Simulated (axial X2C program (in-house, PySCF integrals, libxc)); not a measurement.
**SiC⁺: from the state search to constants**

What are the state, bond length, wavenumber and bond energy of SiC⁺, and what does spin–orbit coupling change?

Method: all-electron X2C, Si dyall-v3z, C dyall-v3z; program: an in-house X2C program for linear molecules on PySCF integrals.

All values are calculated.

## Step 1: The job

Input file task.json:

```json
{"zs": [14, 6], "q": 1, "bas": ["dyall-v3z", "dyall-v3z"], "levels": ["PBE0", "HF", "PBE50"], "cc": true, "r0": 1.74, "thr": -2.0, "nmax": 90, "npts": 10, "nst": 2, "ntry": 6}
```

Keys: zs atomic numbers; q charge; bas basis sets; levels methods (HF also brings MP2); cc coupled cluster on or off; r0 starting distance in Å; thr threshold in hartree for freezing inner shells (an s shell follows its p shell); nmax most natural virtual spinors; npts points asked for on the curve; nst determinants followed; ntry starts of the search.

Launch:

```console
$ python so2c.py task.json out
```

Spin-free means the one-electron spin-free X2C Hamiltonian; two-component (2c) means X2C with spin–orbit coupling and atomic mean-field two-electron Coulomb and Gaunt terms. Basis: Si dyall-v3z contracted to [8s7p2d1f], C dyall-v3z contracted to [7s6p2d1f]; Gaussian nuclei, density fitting. Masses: Si 27.977 u, C 12.000 u.

Notation: σ, π±, δ± give the projection m of an orbital's angular momentum (0, ±1, ±2), α and β its spin, Λ and M_S the sums; ω is the projection of a spinor's total angular momentum and Ω the sum. Logs are in hartree.

The results follow Hamiltonian by Hamiltonian and level by level.

## Step 2: Which state to follow

PBE0 moves the distance from 1.740 Å to 1.826 Å and compares determinants there.

Spin-free determinants:

```json
{"ΔE (eV)": "0.00", "state": "M_S = 3/2, Λ = 0", "open shells": "beyond closed shells: σα, π+α, π-α"}
{"ΔE (eV)": "0.61", "state": "M_S = 1/2, Λ = 0", "open shells": "beyond closed shells: σβ, π+α, π-α"}
{"ΔE (eV)": "1.33", "state": "M_S = 1/2, Λ = 0", "open shells": "beyond closed shells: σα, π+β, π-α"}
{"ΔE (eV)": "1.33", "state": "M_S = 1/2, Λ = 2", "open shells": "beyond closed shells: σα, π+α, π+β"}
{"ΔE (eV)": "1.90", "state": "M_S = 1/2, Λ = 1", "open shells": "beyond closed shells: π+α"}
{"ΔE (eV)": "1.98", "state": "M_S = 1/2, Λ = 1", "open shells": "beyond closed shells: π+α, π+β, π-α"}
{"ΔE (eV)": "3.87", "state": "M_S = 3/2, Λ = 1", "open shells": "beyond closed shells: 2 × σα, π+α, π+β, π-α"}
```

Two-component determinants:

```
ΔE (eV)    state                                  open shells
   0.00  Ω = 3/2                excess of +ω over −ω: ω = 3/2
   0.61  Ω = 1/2  excess of +ω over −ω: 2 × ω = -1/2, ω = 3/2
   1.32  Ω = 1/2                excess of +ω over −ω: ω = 1/2
   1.33  Ω = 5/2   excess of +ω over −ω: 2 × ω = 1/2, ω = 3/2
   1.34  Ω = 1/2                excess of +ω over −ω: ω = 1/2
   3.98  Ω = 5/2  excess of +ω over −ω: ω = -1/2, 2 × ω = 3/2
   4.18  Ω = 7/2   excess of +ω over −ω: ω = 1/2, 2 × ω = 3/2
```

## Step 3: PBE0, spin-free

State followed: M_S = 3/2, Λ = 0 (beyond closed shells: σα, π+α, π-α). The scan is laid around 1.826 Å, a first estimate of the minimum, and this SCF restarts from the orbitals of the search.

Output at 1.826 Å:

```text
spin-free X2C-1e  PBE0
basis functions 88  fitting functions 555  grid points 4353
iter        total energy     max residual
   1       -327.527768852     2.23e-05
   2       -327.527768859     1.50e-05
   3       -327.527768861     1.08e-05
converged
one-electron -494.71491729  Coulomb 168.63735753  exact exchange -6.30877065  xc functional -19.48474936  nuclear repulsion 24.34331091
```

Along the bond, energies from the lowest point:

| R (Å) | E (eV) | μ (D) | HOMO (eV) | LUMO (eV) | iterations |
| --- | --- | --- | --- | --- | --- |
| 1.589 | 0.8765 | -0.48 | -15.63 | -11.75 | 11 |
| 1.662 | 0.3644 | -0.67 | -15.61 | -11.46 | 10 |
| 1.716 | 0.1443 | -0.82 | -15.59 | -11.27 | 10 |
| 1.771 | 0.0306 | -0.98 | -15.55 | -11.09 | 10 |
| 1.826 | 0.0000 | -1.13 | -15.50 | -10.94 | 3 |
| 1.890 | 0.0442 | -1.31 | -15.31 | -10.78 | 10 |
| 1.954 | 0.1516 | -1.48 | -15.03 | -10.64 | 11 |
| 2.036 | 0.3536 | -1.68 | -14.70 | -10.49 | 11 |
| 2.136 | 0.6591 | -1.91 | -14.34 | -10.34 | 11 |
| 2.283 | 1.1521 | -2.17 | -13.89 | -10.24 | 11 |

Dipoles are positive if C is the positive end and refer to the centre of mass.

Outer orbitals at the reference distance:

```csv
symmetry,occupied,ε (eV),atomic character
σα,yes,-26.62,"56% C s, 20% Si s, 12% Si p"
σβ,yes,-23.42,"44% C s, 31% Si s, 10% C p"
σα,yes,-19.43,"39% Si s, 34% C p, 18% C s"
σβ,yes,-16.94,"45% Si s, 24% Si p, 18% C s"
π+α,yes,-15.62,"70% C p, 23% Si p, 5% Si d"
π-α,yes,-15.62,"70% C p, 23% Si p, 5% Si d"
σα,yes,-15.50,"42% C p, 32% Si p, 20% Si s"
π+β,no,-10.94,"58% Si p, 38% C p"
π-β,no,-10.94,"58% Si p, 38% C p"
σβ,no,-10.42,"55% C p, 22% Si p, 15% C s"
π+α,no,-9.35,"70% Si p, 20% C p, 5% Si d"
```

PBE0 fields in the half plane through the axis: z from -2.4 to 4.2 Å across, distance from the axis 0.15 to 2.25 Å upwards; Si lies at z = 0 and C at z = 1.826 Å; the ELF is damped to zero where the density is low.

log10 density (e/bohr³). Ten even steps from ' ' (-5.64 ) to '@' (1.07 ):
```
  ....::::--------------------::::::::....    
....::::------========--------------::::....  
..::----==========================----::::..  
::::--====++++++++++++++++++++++====----::::..
::--====++++++******++++++****++++++==----::..
::--==++++************************++++==--::::
----==++++****######****########****++==----::
--====++****##%%@@%%########@@####**++====--::
```

ELF. Ten even steps from '0' (0.00 ) to '9' (0.99 ):
```
00000000000000000000000
00001343211011110000000
00037887532223332100000
00489999753345665420000
02899999755567787752000
05999994125788888874100
17999921511887479986200
18999908580881919987300
```

Re = 1.822 Å, ωe = 837 cm⁻¹, ωexe = 5.04 cm⁻¹, Be = 0.6045 cm⁻¹, De = 3.77 eV, μ = -1.12 D.

## Step 4: HF, spin-free

Output at 1.826 Å:

```text
spin-free X2C-1e  HF
basis functions 88  fitting functions 555  grid points 4353
iter        total energy     max residual
   1       -326.969331446     7.44e-02
   2       -326.983263710     7.56e-03
   3       -326.985711935     4.37e-03
   4       -326.987114195     3.30e-03
   5       -326.988043769     1.87e-03
   6       -326.988254805     8.54e-04
   7       -326.988279706     1.26e-04
   8       -326.988280294     5.90e-05
   9       -326.988280389     2.51e-05
  10       -326.988280410     1.25e-05
  11       -326.988280413     3.59e-06
  12       -326.988280414     7.49e-07
converged
one-electron -494.51654617  Coulomb 168.50117322  exact exchange -25.31621838  xc functional 0.00000000  nuclear repulsion 24.34331091
```

Re = 1.788 Å, ωe = 931 cm⁻¹, ωexe = 4.57 cm⁻¹, Be = 0.6276 cm⁻¹, De = 2.65 eV, μ = -0.96 D.

## Step 5: PBE50, spin-free

Output at 1.826 Å:

```text
spin-free X2C-1e  PBE50
basis functions 88  fitting functions 555  grid points 4353
iter        total energy     max residual
   1       -327.551703731     2.60e-02
   2       -327.553467942     2.01e-03
   3       -327.553622303     1.83e-03
   4       -327.553670689     7.56e-04
   5       -327.553703356     3.59e-04
   6       -327.553716186     1.43e-04
   7       -327.553717382     3.12e-05
   8       -327.553717427     9.74e-06
   9       -327.553717430     4.07e-06
  10       -327.553717430     6.11e-07
converged
one-electron -494.69537957  Coulomb 168.63718865  exact exchange -12.63227511  xc functional -13.20656230  nuclear repulsion 24.34331091
```

Re = 1.801 Å, ωe = 887 cm⁻¹, ωexe = 4.78 cm⁻¹, Be = 0.6189 cm⁻¹, De = 3.57 eV, μ = -1.06 D.

## Step 6: MP2 and beyond, spin-free

Correlated methods: 7 electrons correlated (frozen shells, counted by type: Si 2 s, 1 p; C 1 s), 147 virtual spinors in MP2, 89 natural virtuals in coupled cluster.

Output of the correlated part at 1.826 Å:

```text
correlated 7  virtual 147  natural virtual 89  E(MP2) -0.139292199  MP2 remainder -0.001810974
iter   CCSD correlation   residual
   1     -0.156710230   1.23e-01
   2     -0.165880229   5.98e-02
   3     -0.167482412   2.78e-02
   4     -0.168614637   1.76e-02
   5     -0.169201422   8.38e-03
   6     -0.169270022   2.20e-03
   7     -0.169282888   7.48e-04
   8     -0.169271011   3.10e-04
   9     -0.169269147   1.13e-04
  10     -0.169269145   3.39e-05
  11     -0.169269540   1.13e-05
  12     -0.169269648   4.45e-06
  13     -0.169269717   2.22e-06
  14     -0.169269772   1.30e-06
  15     -0.169269819   7.30e-07
  16     -0.169269843   3.40e-07
  17     -0.169269850   1.24e-07
(T) -0.008084232  T1 0.0637  D1 0.1229  max T2 0.077
```

T1 in the output is the amplitude norm over the root of the electron number; divide by √2 for the Lee–Taylor value.

MP2: Re = 1.812 Å, ωe = 871 cm⁻¹, Be = 0.6115 cm⁻¹, De = 3.41 eV.

CCSD: Re = 1.816 Å, ωe = 860 cm⁻¹, ωexe = 4.83 cm⁻¹, Be = 0.6087 cm⁻¹, De = 3.27 eV. T1 at Re = 0.045 (Lee–Taylor, the printed value over √2).

CCSD(T): Re = 1.824 Å, ωe = 837 cm⁻¹, ωexe = 5.17 cm⁻¹, Be = 0.6031 cm⁻¹, De = 3.40 eV. T1 at Re = 0.045 (Lee–Taylor, the printed value over √2).

## Step 7: A higher determinant, spin-free

State: M_S = 1/2, Λ = 0 (beyond closed shells: σβ, π+α, π-α).

Output at the reference distance:

```text
spin-free X2C-1e  PBE0
basis functions 88  fitting functions 555  grid points 4353
iter        total energy     max residual
   1       -327.505417030     1.71e-05
   2       -327.505417030     2.89e-05
   3       -327.505417036     5.98e-06
   4       -327.505417037     2.24e-06
converged
one-electron -494.62726203  Coulomb 168.53892568  exact exchange -6.29694831  xc functional -19.46344329  nuclear repulsion 24.34331091
```

| R (Å) | E above the lowest PBE0 point (eV) |
| --- | --- |
| 1.589 | 1.510 |
| 1.662 | 0.991 |
| 1.716 | 0.766 |
| 1.771 | 0.646 |
| 1.826 | 0.608 |
| 1.890 | 0.644 |
| 1.954 | 0.742 |
| 2.036 | 0.932 |
| 2.136 | 1.222 |

Re = 1.828 Å, ωe = 821 cm⁻¹, ωexe = 5.1 cm⁻¹, Be = 0.6005 cm⁻¹, μ = -1.53 D. ⟨S²⟩ = 1.78 against 0.75 for a pure state, so this determinant mixes spins. Te = 0.61 eV.

## Step 8: The spin-free curves together

Energy (eV) of the followed determinant, spin-free, from each level's lowest point:

| R (Å) | PBE0 | HF | MP2 | CCSD | CCSD(T) | PBE50 |
| --- | --- | --- | --- | --- | --- | --- |
| 1.589 | 0.877 | 0.734 | 0.840 | n/a | n/a | 0.770 |
| 1.662 | 0.364 | 0.259 | 0.334 | 0.349 | 0.376 | 0.288 |
| 1.716 | 0.144 | 0.074 | 0.122 | 0.132 | 0.151 | 0.092 |
| 1.771 | 0.031 | 0.000 | 0.018 | 0.024 | 0.033 | 0.004 |
| 1.826 | 0.000 | 0.014 | 0.000 | 0.000 | 0.000 | 0.000 |
| 1.890 | 0.044 | 0.114 | 0.061 | 0.054 | 0.042 | 0.076 |
| 1.954 | 0.152 | 0.281 | 0.188 | 0.174 | 0.147 | 0.217 |
| 2.036 | 0.354 | 0.561 | 0.422 | 0.394 | 0.347 | 0.462 |
| 2.136 | 0.659 | 0.960 | 0.780 | n/a | n/a | 0.821 |
| 2.283 | 1.152 | 1.555 | 1.412 | n/a | n/a | 1.389 |

## Step 9: PBE0, 2c

State followed: Ω = 3/2 (excess of +ω over −ω: ω = 3/2). The scan is laid around 1.826 Å, a first estimate of the minimum, and this SCF restarts from the orbitals of the search.

Output at 1.826 Å:

```text
two-component X2C + atomic mean field  PBE0
basis functions 88  fitting functions 555  grid points 4353
iter        total energy     max residual
   1       -327.489437842     7.13e-06
   2       -327.489437846     3.75e-06
   3       -327.489437847     4.82e-06
converged
one-electron -494.61343883  Coulomb 168.60830443  exact exchange -6.30772603  xc functional -19.48148607  nuclear repulsion 24.34331091  atomic mean-field constant -0.03840226
```

Along the bond, energies from the lowest point:

| R (Å) | E (eV) | μ (D) | HOMO (eV) | LUMO (eV) | iterations |
| --- | --- | --- | --- | --- | --- |
| 1.589 | 0.8779 | -0.48 | -15.62 | -11.75 | 11 |
| 1.662 | 0.3652 | -0.68 | -15.61 | -11.46 | 10 |
| 1.716 | 0.1448 | -0.82 | -15.58 | -11.27 | 10 |
| 1.771 | 0.0308 | -0.98 | -15.55 | -11.10 | 10 |
| 1.826 | 0.0000 | -1.13 | -15.50 | -10.94 | 3 |
| 1.890 | 0.0439 | -1.31 | -15.31 | -10.78 | 10 |
| 1.954 | 0.1512 | -1.48 | -15.02 | -10.64 | 11 |
| 2.036 | 0.3529 | -1.68 | -14.69 | -10.49 | 11 |
| 2.136 | 0.6583 | -1.91 | -14.33 | -10.34 | 11 |
| 2.283 | 1.1511 | -2.17 | -13.89 | -10.24 | 11 |

Dipoles are positive if C is the positive end and refer to the centre of mass.

Outer spinors at the reference distance:

```json
{"ω": "1/2", "occupied": "yes", "ε (eV)": "-26.62", "atomic character": "56% C s, 20% Si s, 12% Si p", "λ mixture": "100% σ"}
{"ω": "-1/2", "occupied": "yes", "ε (eV)": "-23.42", "atomic character": "44% C s, 31% Si s, 10% C p", "λ mixture": "100% σ"}
{"ω": "1/2", "occupied": "yes", "ε (eV)": "-19.43", "atomic character": "39% Si s, 34% C p, 18% C s", "λ mixture": "100% σ"}
{"ω": "-1/2", "occupied": "yes", "ε (eV)": "-16.94", "atomic character": "45% Si s, 24% Si p, 18% C s", "λ mixture": "100% σ"}
{"ω": "-1/2", "occupied": "yes", "ε (eV)": "-15.62", "atomic character": "70% C p, 23% Si p, 5% Si d", "λ mixture": "100% π"}
{"ω": "3/2", "occupied": "yes", "ε (eV)": "-15.61", "atomic character": "70% C p, 23% Si p, 5% Si d", "λ mixture": "100% π"}
{"ω": "1/2", "occupied": "yes", "ε (eV)": "-15.50", "atomic character": "42% C p, 32% Si p, 20% Si s", "λ mixture": "100% σ"}
{"ω": "1/2", "occupied": "no", "ε (eV)": "-10.94", "atomic character": "58% Si p, 38% C p", "λ mixture": "100% π"}
{"ω": "-3/2", "occupied": "no", "ε (eV)": "-10.93", "atomic character": "58% Si p, 38% C p", "λ mixture": "100% π"}
{"ω": "-1/2", "occupied": "no", "ε (eV)": "-10.42", "atomic character": "55% C p, 22% Si p, 15% C s", "λ mixture": "100% σ"}
{"ω": "-1/2", "occupied": "no", "ε (eV)": "-9.36", "atomic character": "70% Si p, 20% C p, 5% Si d", "λ mixture": "100% π"}
```

PBE0 fields in the half plane through the axis: z from -2.4 to 4.2 Å across, distance from the axis 0.15 to 2.25 Å upwards; Si lies at z = 0 and C at z = 1.826 Å; the ELF is damped to zero where the density is low.

log10 density (e/bohr³). Ten even steps from '0' (-5.64 ) to '9' (1.07 ):
```
01122333333333322221100
11223334444333333322110
12334444444444444332210
22344555555555554433221
23445556665556655543321
23455666666666666554322
33455667776677776654332
34456678987777977654432
```

ELF. Ten even steps from ' ' (0.00 ) to '@' (0.99 ):
```
                                              
        ..--==--::....  ........              
      --##%%%%##++--::::::------::..          
    ==%%@@@@@@@@##++----==++****++==::        
  ::%%@@@@@@@@@@##++++++**####%%####++::      
  ++@@@@@@@@@@==..::++##%%%%%%%%%%%%##==..    
..##@@@@@@@@::..++....%%%%##==##@@@@%%**::    
..%%@@@@@@@@  %%++%%  %%%%..@@..@@@@%%##--    
```

Re = 1.823 Å, ωe = 836 cm⁻¹, ωexe = 5.04 cm⁻¹, Be = 0.6043 cm⁻¹, De = 3.77 eV, μ = -1.12 D.

## Step 10: HF, 2c

Output at 1.826 Å:

```text
two-component X2C + atomic mean field  HF
basis functions 88  fitting functions 555  grid points 4353
iter        total energy     max residual
   1       -326.931129870     7.44e-02
   2       -326.945056710     7.57e-03
   3       -326.947503469     4.37e-03
   4       -326.948904640     3.29e-03
   5       -326.949832968     1.89e-03
   6       -326.950043899     8.53e-04
   7       -326.950068795     1.25e-04
   8       -326.950069386     5.90e-05
   9       -326.950069484     2.51e-05
  10       -326.950069508     1.24e-05
  11       -326.950069513     4.03e-06
  12       -326.950069516     3.73e-06
  13       -326.950069518     3.48e-06
  14       -326.950069523     2.95e-06
  15       -326.950069533     2.15e-06
  16       -326.950069534     1.63e-06
converged
one-electron -494.41514669  Coulomb 168.47218117  exact exchange -25.31201267  xc functional 0.00000000  nuclear repulsion 24.34331091  atomic mean-field constant -0.03840226
```

Re = 1.789 Å, ωe = 930 cm⁻¹, ωexe = 4.57 cm⁻¹, Be = 0.6275 cm⁻¹, De = 2.65 eV, μ = -0.96 D.

## Step 11: PBE50, 2c

Output at 1.826 Å:

```text
two-component X2C + atomic mean field  PBE50
basis functions 88  fitting functions 555  grid points 4353
iter        total energy     max residual
   1       -327.513419197     2.60e-02
   2       -327.515182642     2.01e-03
   3       -327.515336805     1.84e-03
   4       -327.515385133     7.55e-04
   5       -327.515417804     3.59e-04
   6       -327.515430606     1.44e-04
   7       -327.515431803     3.12e-05
   8       -327.515431848     9.75e-06
   9       -327.515431850     4.07e-06
  10       -327.515431850     6.06e-07
converged
one-electron -494.59391685  Coulomb 168.60815048  exact exchange -12.63018253  xc functional -13.20439160  nuclear repulsion 24.34331091  atomic mean-field constant -0.03840226
```

Re = 1.801 Å, ωe = 887 cm⁻¹, ωexe = 4.78 cm⁻¹, Be = 0.6188 cm⁻¹, De = 3.57 eV, μ = -1.06 D.

## Step 12: Correlated methods, 2c

Correlated methods: 7 electrons correlated (frozen shells, counted by type: Si 2 s, 1 p; C 1 s), 147 virtual spinors in MP2, 90 natural virtuals in coupled cluster.

Output of the correlated part at 1.826 Å:

```text
correlated 7  virtual 147  natural virtual 90  E(MP2) -0.139286135  MP2 remainder -0.001681002
iter   CCSD correlation   residual
   1     -0.156798725   1.23e-01
   2     -0.165967702   5.98e-02
   3     -0.167569859   2.78e-02
   4     -0.168704057   1.77e-02
   5     -0.169290859   8.38e-03
   6     -0.169359334   2.20e-03
   7     -0.169372319   7.51e-04
   8     -0.169360397   3.11e-04
   9     -0.169358527   1.14e-04
  10     -0.169358534   3.60e-05
  11     -0.169358947   1.49e-05
  12     -0.169359059   9.12e-06
  13     -0.169359134   6.82e-06
  14     -0.169359179   4.81e-06
  15     -0.169359231   2.46e-06
  16     -0.169359253   1.10e-06
  17     -0.169359261   4.83e-07
(T) -0.008103624  T1 0.0638  D1 0.1230  max T2 0.077
```

MP2: Re = 1.812 Å, ωe = 871 cm⁻¹, Be = 0.6113 cm⁻¹, De = 3.41 eV.

CCSD: Re = 1.816 Å, ωe = 860 cm⁻¹, ωexe = 4.76 cm⁻¹, Be = 0.6086 cm⁻¹, De = 3.27 eV. T1 at Re = 0.045 (Lee–Taylor, the printed value over √2).

CCSD(T): Re = 1.825 Å, ωe = 837 cm⁻¹, ωexe = 5.03 cm⁻¹, Be = 0.603 cm⁻¹, De = 3.41 eV. T1 at Re = 0.045 (Lee–Taylor, the printed value over √2).

## Step 13: A higher determinant, 2c

State: Ω = 1/2 (excess of +ω over −ω: 2 × ω = -1/2, ω = 3/2).

Output at the reference distance:

```text
two-component X2C + atomic mean field  PBE0
basis functions 88  fitting functions 555  grid points 4353
iter        total energy     max residual
   1       -327.467087908     5.70e-06
   2       -327.467087910     4.60e-06
converged
one-electron -494.52573421  Coulomb 168.50982828  exact exchange -6.29590665  xc functional -19.46018399  nuclear repulsion 24.34331091  atomic mean-field constant -0.03840226
```

| R (Å) | E above the lowest PBE0 point (eV) |
| --- | --- |
| 1.589 | 1.512 |
| 1.662 | 0.992 |
| 1.716 | 0.766 |
| 1.771 | 0.646 |
| 1.826 | 0.608 |
| 1.890 | 0.644 |
| 1.954 | 0.742 |
| 2.036 | 0.931 |
| 2.136 | 1.222 |

Re = 1.829 Å, ωe = 821 cm⁻¹, ωexe = 5.1 cm⁻¹, Be = 0.6004 cm⁻¹, μ = -1.53 D. Te = 0.61 eV.

## Step 14: The 2c curves together

Energy (eV) of the followed determinant, 2c, from each level's lowest point:

| R (Å) | PBE0 | HF | MP2 | CCSD | CCSD(T) | PBE50 |
| --- | --- | --- | --- | --- | --- | --- |
| 1.589 | 0.878 | 0.735 | 0.842 | n/a | n/a | 0.772 |
| 1.662 | 0.365 | 0.259 | 0.335 | 0.350 | 0.377 | 0.289 |
| 1.716 | 0.145 | 0.074 | 0.123 | 0.133 | 0.151 | 0.093 |
| 1.771 | 0.031 | 0.000 | 0.019 | 0.024 | 0.034 | 0.004 |
| 1.826 | 0.000 | 0.013 | 0.000 | 0.000 | 0.000 | 0.000 |
| 1.890 | 0.044 | 0.113 | 0.061 | 0.054 | 0.042 | 0.076 |
| 1.954 | 0.151 | 0.280 | 0.188 | 0.174 | 0.147 | 0.216 |
| 2.036 | 0.353 | 0.560 | 0.421 | 0.394 | 0.347 | 0.462 |
| 2.136 | 0.658 | 0.959 | 0.779 | n/a | n/a | 0.820 |
| 2.283 | 1.151 | 1.554 | 1.412 | n/a | n/a | 1.388 |

Time for the job: 75 s (1 thread of Arm Neoverse V1, shared host).

## Step 15: What came out

Lowest determinant that the search found at its distance, spin-free: M_S = 3/2, Λ = 0 (beyond closed shells: σα, π+α, π-α).

Lowest determinant that the search found at its distance, 2c: Ω = 3/2 (excess of +ω over −ω: ω = 3/2).

```tsv
Hamiltonian	level	Re (Å)	ωe (cm⁻¹)	De (eV)	μ (D)
spin-free	PBE0	1.822	837	3.77	-1.12
spin-free	HF	1.788	931	2.65	-0.96
spin-free	MP2	1.812	871	3.41	n/a
spin-free	CCSD	1.816	860	3.27	n/a
spin-free	CCSD(T)	1.824	837	3.40	n/a
spin-free	PBE50	1.801	887	3.57	-1.06
2c	PBE0	1.823	836	3.77	-1.12
2c	HF	1.789	930	2.65	-0.96
2c	MP2	1.812	871	3.41	n/a
2c	CCSD	1.816	860	3.27	n/a
2c	CCSD(T)	1.825	837	3.41	n/a
2c	PBE50	1.801	887	3.57	-1.06
```

Dipoles are positive if C is the positive end and refer to the centre of mass.

Time per point (s) on 1 thread of Arm Neoverse V1, shared host (2c runs; CCSD comes with the CCSD(T) run); the times are rough: PBE0 0.18, HF 0.13, MP2 0.16, CCSD(T) 3.2, PBE50 0.21.

In words: At CCSD(T), going from spin-free to two-component changes Re by 0 mÅ, ωe by 0.0 %; the spin-free picture holds up (part of it comes from the scalar share of the two-electron terms). De moves by 0.00 eV; both De rest on single-determinant atoms, which can miss part of an open shell's spin–orbit lowering.

De refers to Si+ + C, each in the lowest determinant found, which need not be this curve's own limit. The state is a single determinant with fixed occupations, the lowest that a limited PBE0 search found. De is counted from the lowest determinant-based energies of the atoms at the same level, without counterpoise correction. Density functionals use the spin component along the axis (collinear). Coupled cluster ran in a truncated set of natural virtual spinors; the MP2 energy of the rest was added. With several unpaired electrons one determinant need not be a pure state. T1 at Re is 0.045 (Lee–Taylor), above the customary mark of 0.02.
